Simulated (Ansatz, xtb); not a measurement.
# Two isomers of C2H6Al

Structure a: `[CH2][AlH][CH3]`, a doublet. Structure b: `C[CH2][AlH]`, a doublet. Both are isolated molecules in the gas phase, relaxed with B3LYP-D3(BJ)/def2-SVP; the shapes shown needn't be the lowest conformers.

a (Å):

```json
{"atom": "C", "x (Å)": "-0.8152", "y (Å)": "-0.3624", "z (Å)": "0.2331"}
{"atom": "C", "x (Å)": "-3.3542", "y (Å)": "0.2592", "z (Å)": "-1.9337"}
{"atom": "Al", "x (Å)": "-1.4463", "y (Å)": "0.0045", "z (Å)": "-1.5604"}
{"atom": "H", "x (Å)": "0.2407", "y (Å)": "-0.5135", "z (Å)": "0.5007"}
{"atom": "H", "x (Å)": "-1.4677", "y (Å)": "-0.4462", "z (Å)": "1.1149"}
{"atom": "H", "x (Å)": "-0.3740", "y (Å)": "0.0958", "z (Å)": "-2.7302"}
{"atom": "H", "x (Å)": "-3.9891", "y (Å)": "0.1710", "z (Å)": "-1.0369"}
{"atom": "H", "x (Å)": "-3.7143", "y (Å)": "-0.4783", "z (Å)": "-2.6735"}
{"atom": "H", "x (Å)": "-3.5402", "y (Å)": "1.2528", "z (Å)": "-2.3801"}
```

b (Å):

```yaml
atoms:
  - { symbol: C, position_ang: [-1.3980, -0.6937, -1.5082] }
  - { symbol: C, position_ang: [-2.6454, -0.2300, -0.7387] }
  - { symbol: Al, position_ang: [-2.7312, 1.7298, -0.3921] }
  - { symbol: H, position_ang: [-1.4379, -1.7706, -1.7495] }
  - { symbol: H, position_ang: [-0.4742, -0.5308, -0.9279] }
  - { symbol: H, position_ang: [-1.2788, -0.1507, -2.4604] }
  - { symbol: H, position_ang: [-3.5608, -0.4508, -1.3258] }
  - { symbol: H, position_ang: [-2.7656, -0.7955, 0.2016] }
  - { symbol: H, position_ang: [-2.0835, 2.6967, -1.5106] }
```

Energies in hartree; the thermal terms are from B3LYP-D3(BJ)/def2-SVP harmonic frequencies (ideal gas, rigid rotor, one conformer each, 600 K, 1 atm) and include the zero-point energy:

```
                              a           b
E, CCSD(T)/def2-SVP  −321.355251  −321.361629
    E, MP2/def2-SVP  −321.298844  −321.307811
  E, MP2/def2-TZVPP  −321.549876  −321.554997
  zero-point energy     0.064356     0.068943
       H(600 K) − E     0.084519     0.087048
       G(600 K) − E    −0.006192     0.001032
```

Question: Correct the CCSD(T) difference for the basis set by the MP2 change, then work out ΔE, ΔE₀, ΔH and ΔG for a → b in kcal/mol (1 Eh = 627.51 kcal/mol) and the equilibrium ratio [b]/[a].

Answer: 1. Differences b − a: CCSD(T) −0.006378, MP2 in the small set −0.008967, MP2 in the large set −0.005121 Eh.
2. ΔE = −0.006378 + (−0.005121 − (−0.008967)) = −0.002532 Eh = −1.59 kcal/mol.
3. ΔE₀ = ΔE + ΔZPE = −0.002532 + (+0.004587) Eh = +1.29 kcal/mol.
4. ΔH = ΔE + (+0.002529) Eh = 0.00 kcal/mol.
5. ΔG = ΔE + (+0.007224) Eh = +2.94 kcal/mol, so ΔS = (ΔH − ΔG)/T = −20.5 J/(mol K).
6. kT = 1.9001 mEh, so K = [b]/[a] = exp(−ΔG/kT) = exp(−2.47) ≈ 0.085.

Structure a is favoured at this temperature, against the order of the electronic energies. An error of 1 kcal/mol in ΔG would change K by a factor of 2.3. HF/STO-3G, HF/def2-SVP gave ΔE the other sign. Mirror images and further conformers aren't counted.

As drawn, b has 1 C–C in place of 1 C–Al.

Other levels gave ΔE = −12.4 (GFN2-xTB); +18.3 (HF/STO-3G, GFN2-xTB geometries); −5.3 (r2SCAN-D4/def2-SVP, GFN2-xTB geometries); −3.1 (B3LYP-D3(BJ)/def2-SVP); +3.7 (HF/def2-SVP); −5.6 (MP2/def2-SVP); −4.0 (CCSD(T)/def2-SVP) kcal/mol. Open shells are spin-unrestricted. The correlated steps freeze 7 core orbitals. Programs: Ansatz 0.2.0, xtb 6.7.1.
